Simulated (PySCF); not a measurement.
Reading a saddle point

A first-order saddle point of CH₆BN, closed shell, PBE0-D4/def2-TZVP, with one imaginary mode of 1361i cm⁻¹:

```
atom    x (Å)    y (Å)    z (Å)
  B1  -0.6258  -0.0680  -0.5564
  C2   0.4274   0.5744   0.7640
  N3  -0.0978  -1.2253  -0.9724
  H4   0.5451  -0.5140   0.0645
  H5  -1.5288   0.6974  -0.7280
  H6   1.3476   0.1634   1.2075
  H7   0.6862   1.5470   0.3492
  H8  -0.3008   0.6537   1.5694
  H9  -0.4531  -1.8287  -1.6979
```

Computed with PySCF 2.14 with density fitting (its default auxiliary sets; JK sets also for MP2 and CCSD(T)) (basis: def2-TZVPP and def2-QZVPP); correlated methods freeze the cores. Extrapolation: Hartree–Fock as exp(−7.88 √X), correlation as X^−2.97.

(1) Which contacts change along the imaginary mode, and what lies on either side? (A judgement: the text doesn't fix the answer.)

(2) Which side is lower, and how far does the saddle lie above each? (Judge from chemistry; the value comes from the calculation.)

T1 diagnostic: at most 0.015.

Results:

(1) By the calculation: The step is CH₆BN ([CH3][BH][NH2]) → BNH₂ ([BH][NH]) + CH₄, with the molecules in contact on both sides. Shortening one way: C2–H4; lengthening the same way: B1–C2, N3–H4.
```
 pair  one side (Å)  saddle (Å)  other side (Å)
C2–H4          2.81        1.30            1.09
B1–C2          1.57        1.81            3.64
N3–H4          1.01        1.41            3.34
```

(2) The calculation gives: The side with B1–C2, N3–H4 short is lower by 132.4 kJ/mol; the saddle lies 339.7 kJ/mol above it and 207.3 kJ/mol above the other (CCSD(T) at an estimated basis limit (MP2 extrapolated from triple and quadruple zeta, plus CCSD(T) − MP2 in triple zeta); electronic energies).

Labels in which every atom is bracketed show which atoms are joined, not bond orders.

For scale, one of the runs: CCSD(T)/def2-TZVPP, 177 basis functions, launched by `OMP_NUM_THREADS=4 python run.py`. The run took 3 min on 4 CPU threads of an Arm Neoverse V1 (shared host), with 1.5 GiB of host memory at its peak.
